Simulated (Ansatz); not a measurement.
**SiH₃O (doublet): from Hartree-Fock to the top rungs, cc-pVDZ**

Aim: climb from Hartree-Fock through coupled cluster for SiH₃O (doublet) at one geometry and basis, and see what each rung misses.

Method: cc-pVDZ, core rule «outside noble gas», up to 6 orbitals frozen; program: Ansatz 0.2.0, Gaussian basis.

Plan: UHF; CCSD(T) on ROHF; CCSD(T) on UHF; BCCD(T) on ROHF; CISD; CCSDT(Q) on ROHF; CCSDT(Q) on UHF.

26 further runs of the same task are left out: 1 for a known fault of the program, 8 that didn't finish, 17 set aside as unsound or not needed.

## (1) What is computed

The geometry is a PBE0/def2-TZVP stationary point (not a proven minimum).

5 atoms, charge 0, spin multiplicity 2.

Atoms are counted from 1 here; the program's logs count them from 0.

Bond lengths: Si1–O2 1.652 Å, Si1–H3 1.497 Å, Si1–H4 1.487 Å, O2–H5 0.958 Å. Angles: O2–Si1–H3 111.3°, O2–Si1–H4 105.6°, H3–Si1–H4 110.5°, Si1–O2–H5 117.3°.

## (2) UHF

Input file in.yaml:

```yaml
crystal:
  periodic: [false, false, false]
  atoms:
    - {symbol: Si, position_ang: [-0.086624, -0.032276, 0.579137]}
    - {symbol: O, position_ang: [0.088491, 0.099651, -1.058633]}
    - {symbol: H, position_ang: [0.642493, -1.228094, 1.108382]}
    - {symbol: H, position_ang: [0.485976, 1.218586, 1.144898]}
    - {symbol: H, position_ang: [-0.119403, -0.672933, -1.586426]}
basis:
  gaussian: {orbitals: cc-pVDZ}
magnetization: {spin_polarized: true, initial_magnetization: 1}
hamiltonian: {xc: hf}
output: {orbitals: {seedname: orbitals}}
```

The run is started by

```bash
> ansatz run in.yaml --threads 1 --pin off --events-out ev --progress --plain --max-ram 2393MiB
```

Further steps of the session: CCSD(T) on ROHF; CCSD(T) on UHF; BCCD(T) on ROHF; CISD; CCSDT(Q) on ROHF; CCSDT(Q) on UHF.

Q: Predict the results of all the runs planned. Wanted: UCCSDT(Q) below the RHF energy; RMP2 from UCCSDT(Q); UMP2 from UCCSDT(Q); RCCSD from UCCSDT(Q); RCCSD(T) from UCCSDT(Q); UCCSD(T) from UCCSDT(Q); RCCSDT(Q) from UCCSDT(Q); T1 diagnostic.

**Answer**, as computed:

| quantity | value |
| --- | --- |
| UCCSDT(Q) below the RHF energy | -8.3823 eV |
| RMP2 from UCCSDT(Q) | +82.8 kJ/mol |
| UMP2 from UCCSDT(Q) | +82.4 kJ/mol |
| RCCSD from UCCSDT(Q) | +19.8 kJ/mol |
| RCCSD(T) from UCCSDT(Q) | +3.5 kJ/mol |
| UCCSD(T) from UCCSDT(Q) | +3.5 kJ/mol |
| RCCSDT(Q) from UCCSDT(Q) | +0.2 kJ/mol |
| levels within 1 kcal/mol (43 meV) | RCCSD(T), UCCSD(T), BCCD(T), RCCSDT, UCCSDT, RCCSDT(Q) |
| T1 diagnostic | 0.018 |

RCCSD(T) misses by +3.5 kJ/mol, 0.4 % of the correlation energy. These misses are within one basis, not against nature; the frozen cores of restricted and unrestricted runs differ, which can shift their rows.
